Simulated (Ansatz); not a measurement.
Born–Oppenheimer molecular dynamics of AlClH$_{2}$O (5 atoms, charge 0, multiplicity 1). It starts from a relaxed structure.

Method: Ansatz 0.2.0, RKS B3LYP/def2-SVP.

```json
{
 "ensemble": "NVT, Langevin thermostat",
 "time step": "0.5 fs",
 "steps asked": "100",
 "set temperature": "300 K",
 "friction": "0.001 /fs",
 "seed": "553888"
}
```

First frame:

```xyz
5
Properties=species:S:1:pos:R:3
Al -0.052 -0.025 -0.030
O -0.077 -0.122 1.662
H -0.840 -0.176 2.244
H 1.334 0.053 -0.745
Cl -1.855 -0.011 -1.129
```

(1) How far do the bonds stretch over the last three quarters of this one trajectory? (Pairs bonded in most of those frames.)

Results:

(1) 
| bond | mean (Å) | spread (Å) | shortest | longest |
| --- | --- | --- | --- | --- |
| Al1–O2 | 1.689 | 0.017 | 1.65 | 1.71 |
| Al1–H4 | 1.566 | 0.013 | 1.55 | 1.59 |
| Al1–Cl5 | 2.101 | 0.031 | 2.07 | 2.17 |
| O2–H3 | 0.960 | 0.008 | 0.95 | 0.98 |

Mean temperature of the second half: 143 K. The mean temperature of the second half is 52 % below the set value. A run of 0.05 ps of so small a system gives no equilibrium averages.

The run took 2.2 min on 1 thread of Arm Neoverse V2 (shared host), peak memory 0.1 GiB.
